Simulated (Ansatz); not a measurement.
Two shapes of singlet BH₄(-).

Shape 1:

```xyz
5

B    -0.0246   -0.0428    0.0080
H     0.7247    0.7725    0.7167
H     0.7156   -0.7049   -0.6769
H    -0.6858    0.6923   -0.7363
H    -0.7649   -0.7066    0.7013
```

Shape 2:

```xyz
5

B     0.0000    0.0000    0.0000
H     0.7808    0.7808    0.7808
H     0.7808   -0.7808   -0.7808
H    -0.7808    0.7808   -0.7808
H    -0.7808   -0.7808    0.7808
```

Basis set: 6-31G* (spherical functions). Correlated methods keep 1 orbital frozen. Charge -1, multiplicity 1.

Computed with Ansatz (development build ahead of 0.2.0); each method stands on the lowest determinant of its kind that the runs found.

(1) Which shape is lower in energy, and by how much in each method?

## Answers

(1)

| method | E(2) − E(1) (eV) |
| --- | --- |
| RHF | 0.339 |
| RHF-MP2 | 0.376 |

Shape 1 is lower. Caution: no diffuse functions for an anion.
